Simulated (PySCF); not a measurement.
**Towards the basis-set limit for NO**

What constants does extrapolated CCSD(T) give for NO, and what does each step add?

Method: CCSD(T) on ROHF, no relativity in the base curves; scalar relativity is added as a correction; program: PySCF 2.14.0.

### 1 Set-up

```
molecule             : NO
state                : doublet, unpaired electrons π ↑
smaller basis        : N cc-pVTZ, O cc-pVTZ
larger basis         : N cc-pVQZ, O cc-pVQZ
frozen core orbitals : 2
extrapolation        : correlation as n⁻³ (n = 3, 4), Hartree–Fock as (n+1)·exp(−9√n)
corrections          : core–valence correlation, scalar relativity
distances (Å)        : 1.0080, 1.0538, 1.0996, 1.1455, 1.1913, 1.2485, 1.3058
masses (u)           : 14.0031, 15.9949
dissociation limit   : N + O
```

Started as:

```bash
$ OMP_NUM_THREADS=4 python comp.py task.json out
```

### 2 The runs

What does the calculation give? Wanted: for each run, Re; ωe; ωexe; αe; De.

**Answer**, as computed:

| level | Re (Å) | ωe (cm⁻¹) | ωexe (cm⁻¹) | αe (cm⁻¹) | De (eV) |
| --- | --- | --- | --- | --- | --- |
| CCSD(T)/cc-pVTZ(-PP) | 1.1565 | 1902.6 | 13.6 | 0.0170 | 6.222 |
| CCSD(T)/cc-pVQZ(-PP) | 1.1528 | 1911.4 | 13.4 | 0.0170 | 6.434 |
| HF/CBS | 1.1123 | 2247.8 | 12.0 | 0.0144 | 2.479 |
| MP2/CBS | 1.1542 | 1927.9 | 10.5 | 0.0147 | 7.108 |
| CCSD/CBS | 1.1412 | 2007.6 | 12.7 | 0.0160 | 6.165 |
| CCSD(T)/CBS | 1.1509 | 1921.1 | 13.4 | 0.0170 | 6.566 |
| CCSD(T)/CBS+CV | 1.1492 | 1928.0 | 13.4 | 0.0170 | 6.585 |
| CCSD(T)/CBS+CV+SR | 1.1492 | 1926.2 | 13.4 | 0.0170 | 6.577 |

What this shows: The last step gives Re = 1.1492 Å, ωe = 1926.2 cm⁻¹ and De = 6.577 eV; the smaller basis alone is off from it by +7.3 mÅ and -0.36 eV. Near the minimum the mean field binds by 2.41 eV and correlation adds 4.16 eV of binding. T1 is 0.023. Spin–orbit coupling and excitations beyond (T) are left out.
